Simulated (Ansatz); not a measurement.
**CH2AlO+ (SMILES [CH+]1[O][AlH]1): single points off equilibrium**

An exercise on one series of results from a longer session: the logs are not shown, and one member is left open.

Program: Ansatz 0.2.0, Gaussian basis. Level of theory: single points in def2-TZVPP. These are calculated values, not measurements.

Cores are frozen in the correlated methods. B3LYP uses VWN-RPA correlation.

### The starting structure

SMILES `[CH+]1[O][AlH]1`, 5 atoms, charge 1, spin multiplicity 1.

Atoms are counted from 1 here; the program's logs count them from 0.

Bond lengths: C1–O2 1.304 Å, C1–Al3 1.931 Å, C1–H4 1.125 Å, O2–Al3 1.833 Å, Al3–H5 1.524 Å. Angles: O2–C1–Al3 65.8°, O2–C1–H4 116.4°, Al3–C1–H4 177.7°, C1–O2–Al3 73.8°, C1–Al3–O2 40.4°, C1–Al3–H5 177.0°, O2–Al3–H5 142.6°.

Geometry (Å):

```xyz
5

C    -0.5650   -0.8012   -0.0903
O    -0.2561   -0.1870    1.0176
Al    0.5688    0.7435   -0.3295
H    -1.2147   -1.7144    0.0080
H     1.4563    1.9527   -0.5977
```

The first run:

Contents of run/in.yaml:

```yaml
crystal:
  periodic: [false, false, false]
  atoms:
    - {symbol: C, position_ang: [-0.565000, -0.801200, -0.090300]}
    - {symbol: O, position_ang: [-0.256100, -0.187000, 1.017600]}
    - {symbol: Al, position_ang: [0.568800, 0.743500, -0.329500]}
    - {symbol: H, position_ang: [-1.214700, -1.714400, 0.008000]}
    - {symbol: H, position_ang: [1.456300, 1.952700, -0.597700]}
basis:
  gaussian: {orbitals: def2-TZVPP}
total_charge: 1
correlation: {method: ccsd_t}
output: {forces: true}
```

No record of the launch command was kept for these runs.

Steps of the session up to this table: CCSD(T)/def2-TZVPP; PBE0-D4/def2-TZVPP; wB97M-V/def2-TZVPP; r2SCAN-D4/def2-TZVPP; PBE-D4/def2-TZVPP; LC-wPBE/def2-TZVPP; B3LYP-D4/def2-TZVPP.

One of the session's tables, all rows but one given; the rest of the session is left out.

| method | RMS force component (eV/Å) | angle to CCSD(T) forces (°) |
| --- | --- | --- |
| CCSD(T) | 0.485 | reference |
| PBE0-D4 | 0.776 | 22.8 |
| wB97M-V | 0.689 | 21.1 |
| r2SCAN-D4 | 0.612 | 16.9 |
| PBE-D4 | 0.463 | 21.7 |
| LC-wPBE | 0.839 | 24.5 |
| B3LYP-D4 | ? | ? |

**Question.** Estimate the row for B3LYP-D4.

As computed: RMS force component (eV/Å): 0.651; angle to CCSD(T) forces (°): 18.1. In the column «RMS force component (eV/Å)» it lies between r2SCAN-D4 (0.612) and wB97M-V (0.689).
